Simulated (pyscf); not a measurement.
PySCF, gas phase, ωB97X-D3(BJ)/def2-SVP geometries.

**Question.** Estimate the classical barrier height and the reaction energy of `[ClH]` + `[OH][SiH][Cl]` [doublet] -> `[Cl][SiH][Cl]` [doublet] + `[OH2]` at ωB97M-D3(BJ)/def2-TZVP. The step runs on the doublet surface, breaks Cl–H, O–Si and forms Cl–Si, H–O; take the separated reactants as zero.

**Answer.** ΔE‡ = 12.4 kcal/mol, ΔE = +0.5 kcal/mol. Zero-point energy shifts the barrier by +0.7 kcal/mol. It is a four-centre exchange, with an imaginary mode of 626i cm⁻¹. On the reactant side the descent ends in a complex, 4.1 kcal/mol under the separated species and 16.6 kcal/mol under the saddle at ωB97X-D3(BJ)/def2-TZVP. This is the saddle that the search found; another between the same sides may lie lower.
